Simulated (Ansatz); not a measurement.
# Worked example: HGe–PH⁺, triplet against HGe–PH, doublet

Geometry (PBE0/def2-TZVP stationary point of a doublet), kept for both states (HGe–PH, doublet: A'; HGe–PH⁺, triplet: A''):

```tsv
atom	x (Å)	y (Å)	z (Å)
Ge	0.0000	-0.0562	0.6389
P	0.0000	0.1316	-1.4889
H	0.0000	1.2721	1.4631
H	0.0000	-1.2656	-1.7544
```

Basis cc-pVTZ; Ansatz 0.2.0. Only valence electrons are correlated (noble-gas cores and the filled d shells of p-block atoms frozen). R marks a restricted (for open shells ROHF) determinant, U an unrestricted one. No spin–orbit coupling is included, and no scalar relativity.

Full CI isn't at hand for all of this; UCCSDT(Q) serves as the reference, and is uncertain by about the last step of the cluster series.

Unrestricted rows (U, and Kohn–Sham where it breaks symmetry) aren't spin-pure: their determinants' ⟨S²⟩ exceeds S(S+1) by up to 0.47, so they mix in states of higher spin.

```csv
level,"E(HGe–PH, doublet) (hartree)","E(HGe–PH⁺, triplet) (hartree)"
UHF,-2417.273899,-2416.992859
UMP2,-2417.496522,-2417.186902
UCCSD(T),-2417.556221,-2417.233339
PBE,-2419.080195,-2418.754441
wB97M-V,-2419.406218,-2419.086275
UCCSDT(Q),-2417.560374,-2417.235602
```

**Question.** Give the vertical gap, HGe–PH⁺ triplet less HGe–PH doublet, at each level in eV (1 hartree = 27.2114 eV), and each error against UCCSDT(Q).

**Answer.** UCCSDT(Q): (-2417.235602 − (-2417.560374)) × 27.2114 = 8.838 eV (the reference)
wB97M-V: (-2419.086275 − (-2419.406218)) × 27.2114 = 8.706 eV, error -0.132 eV
PBE: (-2418.754441 − (-2419.080195)) × 27.2114 = 8.864 eV, error 0.026 eV
UCCSD(T): (-2417.233339 − (-2417.556221)) × 27.2114 = 8.786 eV, error -0.052 eV
UMP2: (-2417.186902 − (-2417.496522)) × 27.2114 = 8.425 eV, error -0.413 eV
UHF: (-2416.992859 − (-2417.273899)) × 27.2114 = 7.647 eV, error -1.191 eV

Total energies of functionals can't be set beside those of wave-function methods, since they hold the core's correlation and their own absolute errors; only the differences compare.

The reference still carries a basis error, for a change of charge of the order of 0.1 eV, so smaller errors of functionals can't be ranked.

Each level lands on the state that its own search finds. T1 diagnostics of restricted CCSD: 0.034 and 0.030.
